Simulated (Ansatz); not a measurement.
# SiH2SF (SMILES F[SiH]S): UCCSDT(Q)/STO-3G

Aim: the energy change on altering one bond length of SiH2SF at UCCSDT(Q)/STO-3G, from 2 runs. 

Program for the calculation: Ansatz 0.2.0.

72 further runs of the same task are left out: 4 that didn't finish, 68 set aside as unsound or not needed.

### Step 1. The molecule

SiH2SF: 5 atoms, total charge 0, spin state doublet. SMILES: `F[SiH]S`. The shape is that of a PBE0-D4/def2-TZVP optimisation. This is one conformer, not always the lowest.

Bond lengths: F1–Si2 1.603 Å, Si2–S3 2.122 Å, Si2–H4 1.489 Å, S3–H5 1.344 Å. Angles: F1–Si2–S3 112.5°, F1–Si2–H4 107.6°, S3–Si2–H4 105.3°, Si2–S3–H5 95.0°.

### Step 2. A single-point energy at UCCSDT(Q)/STO-3G

Input file run.yaml:

```yaml
crystal:
  periodic: [false, false, false]
  atoms:
    - {symbol: F, position_ang: [-1.242300, -0.527200, 1.134200]}
    - {symbol: Si, position_ang: [-0.629400, -0.168000, -0.303300]}
    - {symbol: S, position_ang: [1.400700, 0.438500, -0.191800]}
    - {symbol: H, position_ang: [-0.621800, -1.416500, -1.115500]}
    - {symbol: H, position_ang: [1.142700, 1.599500, 0.435000]}
basis:
  gaussian:
    orbitals: STO-3G
magnetization:
  spin_polarized: true
  initial_magnetization: 1
correlation:
  method: ccsdt_q
  frozen_orbitals: {F: 1, H: 0, S: 5, Si: 5}
accuracy: high
scf:
  omitted_lower_state_checks: [cluster_reference, increment]
```

Command:

```sh
$ ansatz run run.yaml --threads 1 --pin off --max-ram 2610MiB --events-out events.jsonl --progress --plain --runs-dir runs
```

Standard output:

```text
Warning: RAYON_NUM_THREADS=1 ignored (pool sized by the plan → 1); use --threads N
Functional definition: HF
  name "HF"
  exchange = exact_x
  correlation = 0
these checks for a lower state are left out or cut short: cluster_reference, increment
461 factors; integrals over basis functions are off by at most 2.7e-8 eV
mean field evaluation 1: about -21167.2800 eV, gradient 1.4e1 eV
mean field evaluation 2: about -21167.3360 eV, gradient 1.4e1 eV
mean field evaluation 4: about -21169.3616 eV, gradient 1.3e0 eV
mean field evaluation 8: about -21169.4041 eV, gradient 1.6e-2 eV
mean field -21169.40409666 eV, -777.9612514149 hartree, gradient 6.5e-8 eV, S^2 0.753746; 0 other end points of the search recorded, 0 dependent functions left out
11 core orbitals not correlated: weight in the atoms' cores, before any rotation towards them, 1.000 or more for the frozen orbitals, at most 0.000 for the correlated occupied ones
reference -21169.40409666 eV, -777.9612514149 hartree; 10, 9 occupied and 4, 5 virtual orbitals, 461 factors
second order -1.82637262 eV of doubles, -0.00000000 eV of singles
cycle   1  -2.19845775 eV  change   -3.7e-1 eV  update   8.0e-2
cycle   2  -2.43974313 eV  change   -2.4e-1 eV  update   3.7e-2
cycle   3  -2.56142782 eV  change   -1.2e-1 eV  update   2.4e-2
cycle   4  -2.57523702 eV  change   -1.4e-2 eV  update   7.4e-3
cycle   5  -2.57819541 eV  change   -3.0e-3 eV  update   4.6e-3
cycle   6  -2.57752386 eV  change    6.7e-4 eV  update   1.8e-3
cycle   7  -2.57712843 eV  change    4.0e-4 eV  update   9.0e-4
cycle   8  -2.57698396 eV  change    1.4e-4 eV  update   3.5e-4
cycle   9  -2.57709677 eV  change   -1.1e-4 eV  update   1.6e-4
cycle  10  -2.57716069 eV  change   -6.4e-5 eV  update   6.8e-5
cycle  11  -2.57715470 eV  change    6.0e-6 eV  update   3.6e-5
cycle  12  -2.57715706 eV  change   -2.4e-6 eV  update   2.1e-5
cycle  13  -2.57714397 eV  change    1.3e-5 eV  update   1.0e-5
cycle  14  -2.57713674 eV  change    7.2e-6 eV  update   5.4e-6
cycle  15  -2.57713870 eV  change   -2.0e-6 eV  update   2.7e-6
cycle  16  -2.57714100 eV  change   -2.3e-6 eV  update   1.6e-6
cycle  17  -2.57714190 eV  change   -8.9e-7 eV  update   8.0e-7
cycle  18  -2.57714256 eV  change   -6.6e-7 eV  update   4.6e-7
cycle  19  -2.57714269 eV  change   -1.3e-7 eV  update   1.9e-7
cycle  20  -2.57714254 eV  change    1.5e-7 eV  update   9.9e-8
cycle  21  -2.57714248 eV  change    5.7e-8 eV  update   4.0e-8
cycle  22  -2.57714249 eV  change   -7.5e-9 eV  update   2.4e-8
cycle  23  -2.57714206 eV  change    4.3e-7 eV  update   9.0e-8
cycle  24  -2.57714193 eV  change    1.2e-7 eV  update   3.5e-8
cycle  25  -2.57714189 eV  change    4.5e-8 eV  update   1.6e-8
cycle  26  -2.57714188 eV  change    8.6e-9 eV  update   6.8e-9
cycle  27  -2.57714188 eV  change   -1.1e-9 eV  update   3.1e-9
cycle  28  -2.57714188 eV  change  -5.1e-10 eV  update   1.4e-9
perturbative correction -0.00357855 eV, -0.0001315093 hartree
Total energy: -21171.98481709 eV, -778.0560911414 hartree
Checks for a lower state left out: cluster_reference, increment
```

Run time: 2 s. Hardware: 1 thread of Arm Neoverse V1, shared host; peak memory 0.13 GiB.

### Step 3. The distorted shape, same level

Input file run.yaml:

```yaml
crystal:
  periodic: [false, false, false]
  atoms:
    - {symbol: F, position_ang: [-1.244200, -0.215092, 1.337239]}
    - {symbol: Si, position_ang: [-0.631300, 0.144108, -0.100261]}
    - {symbol: S, position_ang: [1.398800, 0.750608, 0.011239]}
    - {symbol: H, position_ang: [-0.621800, -1.416500, -1.115500]}
    - {symbol: H, position_ang: [1.140800, 1.911608, 0.638039]}
basis:
  gaussian: {orbitals: STO-3G}
total_charge: 0
magnetization: {spin_polarized: true, initial_magnetization: 1}
correlation: {method: ccsdt_q, frozen_orbitals: {F: 1, H: 0, S: 5, Si: 5}}
accuracy: high
scf: {omitted_lower_state_checks: [cluster_reference, increment]}
```

Command:

```sh
$ ansatz run run.yaml --threads 1 --pin off --max-ram 2610MiB --events-out events.jsonl --progress --plain --runs-dir runs
```

Standard output:

```text
Warning: RAYON_NUM_THREADS=1 ignored (pool sized by the plan → 1); use --threads N
[... 4 set-up lines as earlier in the session ...]
these checks for a lower state are left out or cut short: cluster_reference, increment
460 factors; integrals over basis functions are off by at most 3.2e-8 eV
mean field evaluation 1: about -21165.3473 eV, gradient 1.5e1 eV
mean field evaluation 2: about -21165.4042 eV, gradient 1.5e1 eV
mean field evaluation 4: about -21167.8100 eV, gradient 1.5e0 eV
mean field evaluation 8: about -21167.8736 eV, gradient 2.4e-3 eV
mean field -21167.87102155 eV, -777.9049119436 hartree, gradient 2.9e-8 eV, S^2 0.778526; 0 other end points of the search recorded, 0 dependent functions left out
11 core orbitals not correlated: weight in the atoms' cores, before any rotation towards them, 1.000 or more for the frozen orbitals, at most 0.000 for the correlated occupied ones
reference -21167.87102155 eV, -777.9049119436 hartree; 10, 9 occupied and 4, 5 virtual orbitals, 460 factors
second order -2.04331415 eV of doubles, -0.00000000 eV of singles
cycle   1  -2.48273838 eV  change   -4.4e-1 eV  update   9.6e-2
cycle   2  -2.78658628 eV  change   -3.0e-1 eV  update   5.0e-2
cycle   3  -2.98324486 eV  change   -2.0e-1 eV  update   3.4e-2
cycle   4  -3.01162895 eV  change   -2.8e-2 eV  update   1.2e-2
cycle   5  -3.01774992 eV  change   -6.1e-3 eV  update   7.3e-3
cycle   6  -3.01820090 eV  change   -4.5e-4 eV  update   2.6e-3
cycle   7  -3.01800795 eV  change    1.9e-4 eV  update   1.4e-3
cycle   8  -3.01751881 eV  change    4.9e-4 eV  update   6.0e-4
cycle   9  -3.01764588 eV  change   -1.3e-4 eV  update   3.2e-4
cycle  10  -3.01783188 eV  change   -1.9e-4 eV  update   1.5e-4
cycle  11  -3.01781509 eV  change    1.7e-5 eV  update   7.5e-5
cycle  12  -3.01782480 eV  change   -9.7e-6 eV  update   4.3e-5
cycle  13  -3.01778971 eV  change    3.5e-5 eV  update   2.1e-5
cycle  14  -3.01776950 eV  change    2.0e-5 eV  update   1.1e-5
cycle  15  -3.01776987 eV  change   -3.7e-7 eV  update   5.6e-6
cycle  16  -3.01777344 eV  change   -3.6e-6 eV  update   3.3e-6
cycle  17  -3.01777558 eV  change   -2.1e-6 eV  update   2.0e-6
cycle  18  -3.01777741 eV  change   -1.8e-6 eV  update   1.3e-6
cycle  19  -3.01777796 eV  change   -5.5e-7 eV  update   6.2e-7
cycle  20  -3.01777749 eV  change    4.7e-7 eV  update   3.4e-7
cycle  21  -3.01777725 eV  change    2.3e-7 eV  update   1.5e-7
cycle  22  -3.01777723 eV  change    2.4e-8 eV  update   9.6e-8
cycle  23  -3.01777714 eV  change    8.9e-8 eV  update   5.8e-8
cycle  24  -3.01777714 eV  change   -1.4e-9 eV  update   3.6e-8
cycle  25  -3.01777710 eV  change    3.8e-8 eV  update   9.1e-8
cycle  26  -3.01777707 eV  change    3.1e-8 eV  update   4.1e-8
cycle  27  -3.01777709 eV  change   -1.3e-8 eV  update   2.2e-8
cycle  28  -3.01777709 eV  change   -4.3e-9 eV  update   1.3e-8
cycle  29  -3.01777710 eV  change   -5.8e-9 eV  update   6.9e-9
cycle  30  -3.01777710 eV  change   -2.1e-9 eV  update   3.5e-9
cycle  31  -3.01777710 eV  change   3.8e-10 eV  update   1.6e-9
perturbative correction -0.00607208 eV, -0.0002231448 hartree
Total energy: -21170.89487073 eV, -778.0160363513 hartree
Checks for a lower state left out: cluster_reference, increment
```

Run time: 2.2 s. Hardware: 1 thread of Arm Neoverse V1, shared host; peak memory 0.13 GiB.

### Step 4. Summary of results

Level: UCCSDT(Q)/STO-3G, 11 core orbitals frozen.

```
                                                          quantity          value
                                         first shape: total energy  -778.05609 Eh
         first shape: correlation energy (11 core orbitals frozen)      -94.8 mEh
                    first shape: ⟨S²⟩ of the reference determinant          0.754
                                        first shape: T1 diagnostic          0.014
                                     distorted shape: total energy  -778.01604 Eh
     distorted shape: correlation energy (11 core orbitals frozen)     -111.1 mEh
                distorted shape: ⟨S²⟩ of the reference determinant          0.779
                                    distorted shape: T1 diagnostic          0.020
energy change with the Si2–H4 bond stretched from 1.489 to 1.862 Å       1.090 eV
```

**Reading.** With the Si2–H4 bond stretched from 1.489 to 1.862 Å the energy rises by 1.09 eV (25 kcal/mol). The first shape isn't relaxed at this level, so the change isn't measured from a minimum. The minimal basis adds a large error of its own.
